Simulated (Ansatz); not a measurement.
**Molecular dynamics of CH₄N**

input.yaml

```yaml
crystal:
  periodic: [false, false, false]
  atoms:
    - { symbol: C, position_ang: [-0.072411, -0.269595, -0.225103] }
    - { symbol: "N", position_ang: [-0.293745, 0.424083, 1.008522] }
    - { symbol: H, position_ang: [-0.265194, 0.377902, -1.120336] }
    - { symbol: H, position_ang: [-0.721275, -1.166697, -0.309935] }
    - { symbol: H, position_ang: [0.991467, -0.600758, -0.350454] }
    - { symbol: H, position_ang: [0.361159, 1.235065, 0.997306] }
magnetization:
  spin_polarized: true
  initial_magnetization: 1
basis:
  gaussian: { orbitals: def2-SVP }
hamiltonian:
  xc: pbe
md:
  timestep: 1.0
  n_steps: 150
  ensemble: nvt_langevin
  temperature: 100.0
  initial_velocities: maxwell_boltzmann
  seed: 996040
  friction: 0.001
```

Launched with:

```bash
$ ansatz run input.yaml --threads 1 --pin off --max-ram 2048MiB --backend cpu --events-out ev --progress --plain --runs-dir out
```

It starts from a relaxed structure.

Output, in part (one step line in 6, the closing report, with atoms numbered from 0):

```
md step     0: t =     0.00 fs  T =    83.3 K  F+E_penalty+E_count = -2584.76808846 eV  E_kin = 0.064630 eV  (25 SCF iters)
md step     6: t =     6.00 fs  T =    67.5 K  F+E_penalty+E_count = -2584.75945295 eV  E_kin = 0.052364 eV  (31 SCF iters)
md step    12: t =    12.00 fs  T =    74.4 K  F+E_penalty+E_count = -2584.76278862 eV  E_kin = 0.057736 eV  (31 SCF iters)
md step    18: t =    18.00 fs  T =    67.2 K  F+E_penalty+E_count = -2584.75556436 eV  E_kin = 0.052145 eV  (31 SCF iters)
md step    24: t =    24.00 fs  T =    74.5 K  F+E_penalty+E_count = -2584.75706069 eV  E_kin = 0.057778 eV  (29 SCF iters)
md step    30: t =    30.00 fs  T =    65.0 K  F+E_penalty+E_count = -2584.75320789 eV  E_kin = 0.050380 eV  (31 SCF iters)
md step    36: t =    36.00 fs  T =    70.3 K  F+E_penalty+E_count = -2584.75882191 eV  E_kin = 0.054529 eV  (30 SCF iters)
md step    42: t =    42.00 fs  T =    62.6 K  F+E_penalty+E_count = -2584.75181089 eV  E_kin = 0.048560 eV  (31 SCF iters)
md step    48: t =    48.00 fs  T =    61.9 K  F+E_penalty+E_count = -2584.75711635 eV  E_kin = 0.048028 eV  (30 SCF iters)
md step    54: t =    54.00 fs  T =    61.9 K  F+E_penalty+E_count = -2584.75463578 eV  E_kin = 0.047993 eV  (31 SCF iters)
md step    60: t =    60.00 fs  T =    59.4 K  F+E_penalty+E_count = -2584.75536201 eV  E_kin = 0.046040 eV  (30 SCF iters)
md step    66: t =    66.00 fs  T =    56.3 K  F+E_penalty+E_count = -2584.75548899 eV  E_kin = 0.043657 eV  (32 SCF iters)
md step    72: t =    72.00 fs  T =    53.9 K  F+E_penalty+E_count = -2584.75468404 eV  E_kin = 0.041812 eV  (30 SCF iters)
md step    78: t =    78.00 fs  T =    50.0 K  F+E_penalty+E_count = -2584.75114091 eV  E_kin = 0.038767 eV  (30 SCF iters)
md step    84: t =    84.00 fs  T =    56.5 K  F+E_penalty+E_count = -2584.75267137 eV  E_kin = 0.043788 eV  (31 SCF iters)
md step    90: t =    90.00 fs  T =    61.9 K  F+E_penalty+E_count = -2584.75154463 eV  E_kin = 0.047980 eV  (31 SCF iters)
md step    96: t =    96.00 fs  T =    69.6 K  F+E_penalty+E_count = -2584.75480239 eV  E_kin = 0.053945 eV  (31 SCF iters)
md step   102: t =   102.00 fs  T =    54.1 K  F+E_penalty+E_count = -2584.74860161 eV  E_kin = 0.041958 eV  (31 SCF iters)
md step   108: t =   108.00 fs  T =    58.9 K  F+E_penalty+E_count = -2584.75087536 eV  E_kin = 0.045654 eV  (30 SCF iters)
md step   114: t =   114.00 fs  T =    62.6 K  F+E_penalty+E_count = -2584.75100116 eV  E_kin = 0.048560 eV  (30 SCF iters)
md step   120: t =   120.00 fs  T =    54.7 K  F+E_penalty+E_count = -2584.74535081 eV  E_kin = 0.042386 eV  (30 SCF iters)
md step   126: t =   126.00 fs  T =    56.6 K  F+E_penalty+E_count = -2584.75014299 eV  E_kin = 0.043935 eV  (31 SCF iters)
md step   132: t =   132.00 fs  T =    75.5 K  F+E_penalty+E_count = -2584.75655291 eV  E_kin = 0.058522 eV  (30 SCF iters)
md step   138: t =   138.00 fs  T =    61.5 K  F+E_penalty+E_count = -2584.74452528 eV  E_kin = 0.047732 eV  (30 SCF iters)
md step   144: t =   144.00 fs  T =    67.3 K  F+E_penalty+E_count = -2584.75164932 eV  E_kin = 0.052233 eV  (31 SCF iters)
md step   150: t =   150.00 fs  T =    73.7 K  F+E_penalty+E_count = -2584.75766685 eV  E_kin = 0.057183 eV  (26 SCF iters)
Total energy: -2584.75768996 eV, -94.9880930945 hartree
Atom 0 at     0.108296     0.162087    -0.246872 Å, force     0.156024     0.125331    -0.125065 eV/Å
Atom 1 at    -0.277180    -0.196342     1.079536 Å, force     0.033274     0.011085     0.344376 eV/Å
Atom 2 at     0.538991     1.205702    -0.323335 Å, force    -0.129470    -0.238582     0.036681 eV/Å
Atom 3 at    -0.756885     0.092902    -0.955054 Å, force     0.296972    -0.014329     0.141920 eV/Å
Atom 4 at     0.946257    -0.497105    -0.609662 Å, force    -0.161360     0.088421    -0.131720 eV/Å
Atom 5 at     0.577754    -0.113516     1.683872 Å, force    -0.195440     0.028075    -0.266192 eV/Å
Dipole moment:     0.353717     0.115379    -0.152239 e Å
```

All steps were run. The mean temperature of the second half is 36 % below the set value. A run of 0.15 ps of so small a system gives no equilibrium averages.

The same pairs are bonded in the first frame and the last. Pairs count as bonded within 1.25 times the sum of covalent radii (0.12 Å more for H–H).

Last frame:

```xyz
6
Properties=species:S:1:pos:R:3
C 0.108 0.162 -0.247
N -0.277 -0.196 1.079
H 0.539 1.206 -0.323
H -0.757 0.093 -0.955
H 0.946 -0.497 -0.610
H 0.578 -0.114 1.684
```

Run time: 2.6 min on 1 thread of Arm Neoverse V2 (shared host), peak memory 0.1 GiB.
